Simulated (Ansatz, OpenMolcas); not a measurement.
## How methods differ on SiH2F2 (SMILES F[SiH2]F)

SiH2F2: 5 atoms, total charge 0, spin state singlet. As SMILES, `F[SiH2]F`. Geometry: relaxed at PBE0-D4/def2-TZVP.

Quantity: the HOMO–LUMO gap, in eV. The values are calculated.

```json
{"level": "PBE/aug-cc-pVDZ", "kind": "GGA", "program": "OpenMolcas", "value (eV)": "7.55", "CPU time": "25 s"}
{"level": "BHLYP/aug-cc-pVDZ", "kind": "global hybrid", "program": "OpenMolcas", "value (eV)": "11.75", "CPU time": "26 s"}
{"level": "M06-2X/aug-cc-pVDZ", "kind": "hybrid meta-GGA", "program": "OpenMolcas", "value (eV)": "11.39", "CPU time": "32 s"}
{"level": "r2SCAN0/aug-cc-pVDZ", "kind": "hybrid meta-GGA", "program": "Ansatz", "value (eV)": "10.41", "CPU time": "5.2 s"}
{"level": "CAM-B3LYP/aug-cc-pVDZ", "kind": "range-separated hybrid", "program": "Ansatz", "value (eV)": "11.86", "CPU time": "3.8 s"}
{"level": "HSE06/aug-cc-pVDZ", "kind": "range-separated hybrid", "program": "Ansatz", "value (eV)": "9.05", "CPU time": "3.4 s"}
{"level": "B2PLYP/aug-cc-pVDZ", "kind": "double hybrid", "program": "OpenMolcas", "value (eV)": "11.87", "CPU time": "20 s"}
{"level": "PBE-QIDH/aug-cc-pVDZ", "kind": "double hybrid", "program": "Ansatz", "value (eV)": "13.16", "CPU time": "4.3 s"}
```

The values span 7.55 to 13.16 eV. Orbital gaps aren't excitation energies, and those of double hybrids come from the SCF part alone; they tend to grow with the share of exact exchange. Times are those of the runs behind each value, whatever else they computed, on shared processors of several kinds: orders of magnitude only.
